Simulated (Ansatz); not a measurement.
# Zinc-blende GaN (metastable phase): zone-centre TO phonon frequency by level of theory

No measured value is used here.

```
level (code)     value (cm⁻¹)  cell (Å³/atom)
---------------  ------------  --------------
LDA (Ansatz)              553           11.05
PBE (Ansatz)              517           11.76
r²SCAN (Ansatz)           [?]           11.37
HSE06 (Ansatz)            550           11.37
PBE0 (Ansatz)             551           11.36
```

**Question.** What belongs in the gaps?

**Answer.** 
- r²SCAN (Ansatz, a first-principles code), value (cm⁻¹): 546

Each level is taken at its own relaxed cell. Cutoffs and k meshes differ between the levels. Ansatz's density-functional and Hartree–Fock values are scalar-relativistic unless marked +SOC, with PAW data made under PBE.
